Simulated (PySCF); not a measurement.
# C4H8O2: magnetic properties

Computed with PySCF 2.14.0 and routines of our own; the level stands in each step. Atoms count from 0.

## Step 1: The system as given

14 atoms, charge 0, multiplicity 1; geometry from: GFN2-xTB.

## Step 2: Magnetic properties: GIAO B97-2/pcSseg-1

What the job is given:

```
{"job": {"kind": "mag", "xc": "B97-2", "basis": "pcSseg-1", "isotopologues": 2}, "charge": 0, "multiplicity": 1}
O     -1.769785     0.902949    -1.080420
C     -1.837791    -0.070149    -0.385008
C     -0.929279    -0.401021     0.762110
C      0.229343     0.583273     0.906644
C      1.328066     0.277875    -0.115242
O      1.868937    -1.014211     0.043401
H     -2.630669    -0.829729    -0.542289
H     -0.541598    -1.411842     0.606210
H     -1.545333    -0.425492     1.665289
H      0.644654     0.522296     1.916081
H     -0.131630     1.598596     0.739689
H      0.912937     0.301436    -1.124448
H      2.119110     1.037443    -0.046439
H      2.282361    -1.071895     0.912280
```

With the program's defaults for keys left out, this is: GIAO B97-2/pcSseg-1 magnetisability, rotational g tensor and spin-rotation constants, non-relativistic, gas phase.

Launch:

```sh
$ OMP_NUM_THREADS=1 python excited_run.py task.json out
```

One launch serves the whole session: the jobs run in the order shown.

**Question.** How long does this first job take on 1 thread of Arm Neoverse V1, shared host, and how much memory does it need?

About 19 s, with a peak of 0.71 GiB.
